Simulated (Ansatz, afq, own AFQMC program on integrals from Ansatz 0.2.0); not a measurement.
AFQMC on a folder of integrals that Ansatz 0.2.0 wrote.

```yaml
crystal:
  periodic: [false, false, false]
  atoms:
    - {symbol: O, position_ang: [0.000000, -0.020960, 0.000000]}
    - {symbol: H, position_ang: [0.000000, 0.166351, 0.959162]}
    - {symbol: H, position_ang: [0.000000, 0.166351, -0.959162]}
basis:
  gaussian: {orbitals: aug-cc-pVDZ}
total_charge: -1
magnetization: {spin_polarized: true, initial_magnetization: 1}
correlation: {method: ccsd_t, electrons: outside_noble_gas, hamiltonian_folder: ham}
```

```sh
$ ansatz run in.yaml --threads 1 --pin off --events-out ev --progress --plain --max-ram 1382MiB
```

afq runs on the folder ham with

```
--method phaseless --trial hf --walkers 120 --populations 1 --least-time 40 --time-step 0.005 --steps-per-block 20 --equilibration-blocks 112 --max-blocks 600 --target-error 0.00108 --factor-cut 1e-05 --start spin_pure --seed 7833 --taylor-order 6
```

Times are imaginary, in 1/Eh. The walk had a cap of 1356 s.

Log:

```
orbitals 40  electrons 5 4  factors 294 of 385
reference energy -75.95886180 Eh
CCSD correlation -0.23668814 Eh in 10 cycles, weight of the determinant in the CISD state 0.9244
energy of the start -75.958868 Eh
 block  time / (1/Eh)  mean weight  energy / Eh
     1     0.100  1.0030  -76.032807
     2     0.200  1.0021  -76.092445
     3     0.300  1.0011  -76.145419
     4     0.400  1.0048  -76.167747
     5     0.500  0.9995  -76.174837
    10     1.000  1.0004  -76.210223
    86     8.600  0.9987  -76.206639
   171    17.100  1.0014  -76.225966
   256    25.600  0.9993  -76.207237
   341    34.100  0.9981  -76.205535
   426    42.600  0.9996  -76.203433
   511    51.100  1.0000  -76.167638
   596    59.600  1.0016  -76.193224
   681    68.100  0.9978  -76.235051
   698    69.800  1.0009  -76.299606
blocks merged  error / Eh  count
     1  0.000964  600
     2  0.001246  300
     4  0.001544  150
     8  0.001809  75
    16  0.002144  37
    32  0.002222  18
    64  0.002724  9
energy -76.203927 +/- 0.002222 Eh
(rows thinned)
```

The run passed its tests (sampling time, drift between the halves within three errors, error under three times the target), which doesn't prove that it has relaxed.

Against this walk (error 60.5 meV) on the same determinant: CCSD(T) 50.9 meV higher (within the noise), CCSDT(Q) 27.3 meV higher (within the noise), a separate phaseless walk with a CISD trial and standard settings 16.9 ± 62.0 meV higher (within the noise). The error is statistical and leaves out the bias of the constraint.

Cautions: constraint bias not in the error; error above the target (60.5 against 29.4 meV).

The walk took 8.4 min on 1 thread of Arm Neoverse N1, on a shared host. The log's last line is the phaseless energy.

CCSDT and higher add their correlation energy to the determinant of the CCSD(T) run, since their own runs factorise the integrals more tightly (a shift of under 2 meV). A walk keeps the symmetry of its determinant, which the program's search chose and which needn't be the lowest solution, so a lower state of the same spin and another symmetry isn't excluded.
